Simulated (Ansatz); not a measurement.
A made-up structure of CHS$_{2}$, doublet:

C1  (0.468, -0.057, -0.182)
S2  (-0.368, 0.982, 0.914)
S3  (-1.147, 0.017, -0.786)
H4  (-2.236, -0.421, -1.472)
(Å)

It is relaxed with PBE-D4/def2-SVP and then PBE0-D4/def2-TZVP (Ansatz 0.2.0). Atoms count as bonded within 1.22 times the sum of their covalent radii (H–H: 0.88 Å). The end point is not checked to be a true minimum.

Problem. Does its bonding change? (Judge from chemistry; the calculation decides.)

Solution. The calculation gives: Yes. Formed: none; broken: S2–S3.

Where it ends: The first stage lowers the energy by 4.50 eV in 12 steps. It ends as CHS₂ ([S][C][SH]):
C1  (-0.338, 0.121, -0.038)
S2  (0.465, 0.881, 1.075)
S3  (-1.747, 0.321, -0.911)
H4  (-1.663, -0.803, -1.653)
(Å)

Labels in which every atom is bracketed show which atoms are joined, not bond orders.

For scale, one of the runs: PBE0-D4/def2-TZVP relaxation, 111 basis functions, launched by `ansatz run in.yaml --threads 2 --pin off --events-out ev --progress --plain --max-ram 4352MiB`. The run took about 17 s on 2 CPU threads of an Arm Neoverse V1 (shared host).
